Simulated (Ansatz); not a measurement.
BH2 (SMILES [BH2]): the energy to break a bond

The species is BH2 (3 atoms), meant as a doublet with charge 0. As SMILES, `[BH2]`. The shape was relaxed beforehand at PBE0/def2-SVP.

```
atom    x (Å)    y (Å)    z (Å)
   B   0.2695  -0.1705   0.1319
   H   0.2942   1.0258   0.2732
   H  -0.5637  -0.8553  -0.4051
```

Wanted: the dissociation energy of the H2–B1 bond into doublet H and singlet BH (shapes relaxed at PBE0/def2-SVP, no zero-point term). 1 Eh = 2625.50 kJ/mol = 27.2114 eV. Totals in Eh; open shells run unrestricted unless said.

```
              level  program         BH2  doublet H  singlet BH
   UBLYP/def2-TZVPP   Ansatz  -25.920572  -0.497552  -25.281322
  UB3LYP/def2-TZVPP   Ansatz  -25.946251  -0.502154  -25.299528
UPBE0-D4/def2-TZVPP   Ansatz  -25.894954  -0.501036  -25.247752
```

Question: Work out the dissociation energy at each level.

Answer: 
1. UBLYP/def2-TZVPP: (-0.497552) + (-25.281322) − (-25.920572) = 0.141698 Eh = 372.0 kJ/mol = 3.86 eV.
2. UB3LYP/def2-TZVPP: (-0.502154) + (-25.299528) − (-25.946251) = 0.144569 Eh = 379.6 kJ/mol = 3.93 eV.
3. UPBE0-D4/def2-TZVPP: (-0.501036) + (-25.247752) − (-25.894954) = 0.146166 Eh = 383.8 kJ/mol = 3.98 eV.

The levels span 372 to 384 kJ/mol; no measured value is set beside them. A fragment with an even electron count was run as a singlet and may have a lower triplet. A bond enthalpy at 298 K also holds the loss of zero-point energy and thermal terms.
